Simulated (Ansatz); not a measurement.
Input file:

```yaml
crystal:
  periodic: [false, false, false]
  atoms:
    - {symbol: B, position_ang: [-1.984464, 0.000000, 0.000000]}
    - {symbol: H, position_ang: [-2.581198, 1.033571, 0.000000]}
    - {symbol: H, position_ang: [-2.581198, -1.033571, 0.000000]}
    - {symbol: H, position_ang: [-0.874464, 0.000000, 0.000000]}
    - {symbol: Si, position_ang: [0.980536, 0.000000, 0.000000]}
basis:
  gaussian: {orbitals: cc-pVDZ}
magnetization: {spin_polarized: true, initial_magnetization: 2}
hamiltonian: {xc: {name: r2SCAN}}
output: {forces: true}
```

```sh
$ ansatz run in.yaml --threads 1 --pin off --events-out ev --progress --plain --max-ram 2393MiB
```

(1) Roughly how long does this take on 1 thread of AMD EPYC 9R45, shared host, and how much host memory?

```
566 factors; their error is unknown
mean field evaluation 1: about -8589.7121 eV, gradient 2.4e1 eV
mean field evaluation 2: about -8505.8862 eV, gradient 7.6e1 eV
mean field evaluation 4: about -8596.2330 eV, gradient 6.0e0 eV
mean field evaluation 8: about -8596.6432 eV, gradient 1.4e-1 eV
mean field evaluation 16: about -8596.6241 eV, gradient 1.0e-4 eV
mean field evaluation 32: about -8593.1936 eV, gradient 1.2e1 eV
mean field -8596.62412026 eV, -315.9201094183 hartree, gradient 1.1e-5 eV, S^2 2.012129; 4 other end points of the search recorded, 0 dependent functions left out
the calculation of the forces begins
reference -8596.62413079 eV, -315.9201098054 hartree; 12, 10 occupied and 35, 37 virtual orbitals, 566 factors
Total energy: -8596.62413079 eV, -315.9201098054 hartree
Atom 0 at    -1.984464     0.000000     0.000000 Å, force    -3.425230     0.000000    -0.000000 eV/Å
Atom 1 at    -2.581198     1.033571     0.000000 Å, force     0.126760     0.274083     0.000000 eV/Å
Atom 2 at    -2.581198    -1.033571     0.000000 Å, force     0.126760    -0.274083     0.000000 eV/Å
Atom 3 at    -0.874464     0.000000     0.000000 Å, force     3.402115     0.000000     0.000000 eV/Å
Atom 4 at     0.980536     0.000000     0.000000 Å, force    -0.230406    -0.000000     0.000000 eV/Å
Dipole moment:    -0.162901     0.000000     0.000000 e Å
```

Forces (eV/Å):
```
B   -3.425  0.000  0.000
H    0.127  0.274  0.000
H    0.127 -0.274  0.000
H    3.402  0.000  0.000
Si  -0.230  0.000  0.000
```

Results:

(1) 2.3 s wall and 0.17 GiB.
